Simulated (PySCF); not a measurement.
## C$_{4}$H$_{5}$NS: calculation and literature

Bonds (- single, = double, # triple, : aromatic): N1-C2 1.382 Å, C2:C3 1.376 Å, C3:C4 1.426 Å, C4:C5 1.365 Å, C5:S6 1.731 Å, S6:C2 1.737 Å. N1 carries H7, H8; C3 carries H9; C4 carries H10; C5 carries H11.

Published estimates (parent shift plus substituent increments) and measurements: δ $^{1}$H H10 6.51; H11 6.35; H9 6.01 ppm (estimated from measurements, as parent shift plus tabulated substituent increment; solution, not stated per compound (mostly CDCl3 or CCl4); Pretsch, Buehlmann, Badertscher, Structure Determination of Organic Compounds, 4th ed. (2009)).

All values are calculated (PySCF): shieldings: GIAO PBE0/pcSseg-1, coordinates at the PBE0-D3(BJ)/def2-SVP level. No solvent model, a single conformation, averaged over atoms made equivalent by symmetry, fast rotation or ring inversion, non-relativistic Hamiltonian.

Question: How close does the calculation come?

Answer: 
Reference values: estimated from measurements, as parent shift plus tabulated substituent increment (solution, not stated per compound (mostly CDCl3 or CCl4); Pretsch, Buehlmann, Badertscher, Structure Determination of Organic Compounds, 4th ed. (2009)).
| atoms | quantity | reference | computed | computed, scaled |
| --- | --- | --- | --- | --- |
| H10 | δ $^{1}$H | 6.51 | 6.62 | 6.49 |
| H11 | δ $^{1}$H | 6.35 | 6.12 | 6.02 |
| H9 | δ $^{1}$H | 6.01 | 6.01 | 5.91 |

Computed shifts are σ(ref) − σ with the named reference compound (TMS for H and C) calculated as an isolated molecule at the same level. The measured values may be among those fitted. Expected solution values come from regression of measured δ (H and C: mostly CDCl3, vs TMS) on computed σ: $^{1}$H (scatter 0.21 ppm rms). A few per cent of atoms miss by over 2 rms, more outside the fitted compound classes. H not on carbon is unscaled (vs computed TMS).

Question: How far are the unscaled $^{1}$H shifts from the references?

Answer: Mean signed difference -0.04 ppm, mean absolute 0.11 ppm over 3 comparisons; the largest is -0.23 ppm at H11 (hydrogen on an aromatic CH next to the ring sulfur).
